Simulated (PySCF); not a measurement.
An unknown shows these calculated signals:

$^{1}$H NMR (300 MHz, computed): δ 4.90 (br s, 2H), 1.97 (s, 3H), 1.64 (s, 3H).

$^{13}$C{$^{1}$H} NMR (computed): δ 138.4 (C), 29.6 (CH3), 13.8 (CH3).

- σ from GIAO-PBE0/pcSseg-1
- geometry from GFN2-xTB
- J: B3LYP/pcJ-1 (spin–dipole term only in couplings to heteroatoms)
- program: PySCF 2.14
- one computed conformer, fast rotation and ring inversion assumed for equivalent nuclei, non-relativistic, gas phase

Shifts are taken against calculated references (same method and geometry level): $^{1}$H and $^{13}$C vs TMS.

Question: Which of these does the molecule contain: an NH or NH2 group, a ketone, an amide, a (CH3)2CH unit?

Answer: 
- An NH or NH2 group: yes (δH 4.90 (br s)).
- A ketone: no.
- An amide: no.
- A (CH3)2CH unit: no.

The data belong to SMILES CC(C)=NN, C$_{3}$H$_{8}$N$_{2}$; they needn't prove each group on their own.

Carbon signals by region: 1 in the sp2 and nitrile region (100–160 ppm), 2 below 50 ppm.

OH and NH positions are those of a molecule without intermolecular hydrogen bonds; in solution they move with solvent, concentration and temperature, and exchange usually removes their couplings. Shifts are as computed. Against solution values, carbons near 30 ppm lie about +3 ppm off and those near 130 ppm about +5 ppm. Of 1211 compounds with measured shifts, 218 miss one by over three times the rms of a fit or turn the order of signals round; such compounds aren't used in these exercises.
